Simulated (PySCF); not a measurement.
C₄H₆, charge +1, multiplicity 2. Atoms are numbered in the order given.

```xyz
10

C      0.1055    -1.8684     0.0000
C     -0.4175    -0.5728     0.0000
C      0.4175     0.5728     0.0000
C     -0.1055     1.8684     0.0000
H      1.1955    -2.0435     0.0000
H     -0.5574    -2.7496     0.0000
H     -1.5134    -0.4348     0.0000
H      1.5134     0.4348     0.0000
H      0.5574     2.7496     0.0000
H     -1.1955     2.0435     0.0000
```
Charge +1, spin multiplicity 2.

Coordinates come from a PBE-D3(BJ)/def2-SVP optimisation. The multiplicity is an assumed one; other spin states were not compared. The values are those of a single conformer.

All values below come from TDA-M06-2X/def2-SVPD (PySCF).

Vertical excitations. Gas-phase values at a fixed geometry.

```
state    energy (eV)  λ (nm)      f                                                    main pairs
-------  -----------  ------  -----  ------------------------------------------------------------
root 1          3.29     377  0.034                            α HOMO→LUMO 21 %, β HOMO→LUMO 77 %
root 2          3.92     316  0.000                                            β HOMO−1→LUMO 94 %
root 3          4.64     267  0.000                                            β HOMO−3→LUMO 95 %
root 4          4.75     261  0.000                                            β HOMO−2→LUMO 90 %
root 5          5.20     238  0.690                            α HOMO→LUMO 73 %, β HOMO→LUMO 18 %
root 6          5.93     209  0.000    α HOMO−1→LUMO 42 %, α HOMO→LUMO+1 11 %, β HOMO→LUMO+1 45 %
root 7          6.41     194  0.000                        α HOMO−2→LUMO 79 %, β HOMO−5→LUMO 13 %
root 8          6.51     190  0.000                      β HOMO−4→LUMO 75 %, β HOMO−2→LUMO+1 14 %
root 9          6.61     187  0.003  α HOMO−2→LUMO 17 %, β HOMO−5→LUMO 60 %, β HOMO−3→LUMO+1 15 %
root 10         7.28     170  0.001                                            α HOMO−4→LUMO 90 %
```
Unrestricted roots are not spin-pure.
